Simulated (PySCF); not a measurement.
# Core-level binding energies of `FS(F)(F)F`

SF4.
SMILES with atom numbers: `[F:1][S:2]([F:3])([F:4])[F:5]`

Computed with delta-SCF UKS SCAN, pcX-2 on the ionised atom, pcseg-1 elsewhere, spin-free X2C (PySCF). Vertical ΔSCF values, vacuum level as zero.

What binding energy does each computed site have?

| atom(s) | bonded to | level | binding energy (eV) | above the level's lowest (eV) | count |
| --- | --- | --- | --- | --- | --- |
| F3/F4 | S | F 1s | 692.80 | 0.00 | 2 |
| F1/F5 | S | F 1s | 694.87 | +2.07 | 2 |
| S2 | 4 F | S 1s | 2486.38 | 0.00 | 1 |

Lowest listed F 1s: F3/F4, bonded to S. Highest, 2.07 eV above it: F1/F5, bonded to S. Summing the Pauling electronegativity differences to the bonded atoms, each weighted by its formal bond order, gives -1.40 for the lowest site and -1.40 for the highest; the sum is the same at every site.

Which effective nuclear charge Zeff reproduces each element's mean 1s value in the hydrogen-like formula E = 13.606 eV × Zeff²?

F (Z = 9): mean 693.8 eV, Zeff = 7.14, Z − Zeff = 1.86; S (Z = 16): mean 2486.4 eV, Zeff = 13.52, Z − Zeff = 2.48. Means run over the listed sites, weighted by atom count.

Which photon energy gives electrons from F 1s of F3/F4 a kinetic energy of 50 eV, and what is their de Broglie wavelength?

hν = 692.80 + 50 = 742.80 eV, recoil neglected; λ = 12.264 Å/√(E/eV) = 1.73 Å.

Atoms equivalent by their bonding share one computed value, that of the first of them. Not every level is listed. Geometry: PBE0-D3(BJ)/def2-SVP; no solvent, vibrations or thermal averaging.
